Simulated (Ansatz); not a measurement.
**C2H3FS2: one species, many methods**

The task here is to estimate one member of a computed series from the others.

Program: Ansatz 0.2.0, Gaussian basis. Level of theory: functionals in def2-TZVPP, the program's frozen cores in correlated methods. These are calculated values, not measurements.

Plan: LDA (SPW92), PBE-D4, revPBE-D4, BLYP-D4, r2SCAN-D4, B97M-V, PBE0-D4, B3LYP-D4, r2SCANh-D4, r2SCAN0-D4, HSE06-D4, BHLYP-D4, CAM-B3LYP-D4, LC-ωPBE, ωB97X-V, ωB97M-V, B2PLYP, PBE-QIDH; CCSD(T)/def2-SVP; CCSD(T)/def2-TZVPP; MP2/def2-QZVPP; extrapolation to the limit; RPA on PBE.

### Structure used throughout

All runs share one geometry, relaxed beforehand with PBE0-D4 in a triple-zeta def2 set.

SMILES `FC1SCS1`, 8 atoms, charge 0, spin multiplicity 1.

Atoms are counted from 1 here; the program's logs count them from 0.

Bond lengths: F1–C2 1.369 Å, C2–S3 1.806 Å, C2–S5 1.806 Å, C2–H6 1.090 Å, S3–C4 1.814 Å, C4–S5 1.814 Å, C4–H7 1.088 Å, C4–H8 1.089 Å. Angles: F1–C2–S3 113.5°, F1–C2–S5 113.5°, F1–C2–H6 106.7°, S3–C2–S5 94.9°, S3–C2–H6 114.1°, S5–C2–H6 114.1°, C2–S3–C4 85.0°, S3–C4–S5 94.4°, S3–C4–H7 112.1°, S3–C4–H8 113.3°, S5–C4–H7 112.1°, S5–C4–H8 113.3°, H7–C4–H8 110.7°, C2–S5–C4 85.0°.

Coordinates:

```xyz
8
charge 0, multiplicity 1
F    -1.9276    0.2506    1.0536
C    -0.7163    0.7110    0.6135
S     0.6735   -0.3308    1.1084
C     0.8118   -0.7130   -0.6591
S    -0.4589    0.4806   -1.1593
H    -0.6365    1.7465    0.9441
H     1.7920   -0.4581   -1.0574
H     0.5542   -1.7440   -0.8994
```

The first run:

File in.yaml:

```yaml
crystal:
  periodic: [false, false, false]
  atoms:
    - {symbol: F, position_ang: [-1.927623, 0.250627, 1.053635]}
    - {symbol: C, position_ang: [-0.716323, 0.710998, 0.613459]}
    - {symbol: S, position_ang: [0.673476, -0.330801, 1.108417]}
    - {symbol: C, position_ang: [0.811758, -0.713024, -0.659127]}
    - {symbol: S, position_ang: [-0.458942, 0.480551, -1.159256]}
    - {symbol: H, position_ang: [-0.636481, 1.746534, 0.944092]}
    - {symbol: H, position_ang: [1.792030, -0.458111, -1.057444]}
    - {symbol: H, position_ang: [0.554203, -1.743972, -0.899374]}
basis:
  gaussian: {orbitals: def2-TZVPP}
hamiltonian: {xc: lda}
output: {orbitals: {seedname: orbitals}}
```

Command:

```console
$ ansatz run in.yaml --threads 2 --pin off --events-out ev --progress --plain --max-ram 4352MiB
```

Steps of the session up to this table: LDA; PBE-D4 (GGA); revPBE-D4 (GGA); BLYP-D4 (GGA); r2SCAN-D4 (meta-GGA); B97M-V (meta-GGA); B3LYP-D4 (hybrid); r2SCANh-D4 (hybrid); r2SCAN0-D4 (hybrid); HSE06-D4 (hybrid); BHLYP-D4 (hybrid); CAM-B3LYP-D4 (range-separated); LC-ωPBE (range-separated); ωB97X-V (range-separated); ωB97M-V (range-separated); B2PLYP (double hybrid); PBE-QIDH (double hybrid).

One of the session's tables, all rows but one given; the rest of the session is left out.

It belongs to the step «Orbital energies across the functionals». 

```
  functional  HOMO (eV)  gap (eV)
 LDA (SPW92)      -6.17      3.65
      PBE-D4      -6.02      3.72
   revPBE-D4      -5.97      3.75
     BLYP-D4      -5.86      3.69
   r2SCAN-D4      -6.31      4.15
      B97M-V      -6.39      4.32
     PBE0-D4      -7.30      5.98
    B3LYP-D4      -7.05      5.49
  r2SCANh-D4      -6.78      4.99
  r2SCAN0-D4      -7.49      6.24
    HSE06-D4      -6.90      5.19
    BHLYP-D4      -8.44      8.16
CAM-B3LYP-D4      -8.66      8.47
     LC-ωPBE     -10.10     11.16
     ωB97X-V          ?         ?
     ωB97M-V      -9.52     10.27
```

Estimate the missing values for ωB97X-V.

The run gave: HOMO (eV): -9.71; gap (eV): 10.61. In the column «HOMO (eV)» it lies between LC-ωPBE (-10.10) and ωB97M-V (-9.52).
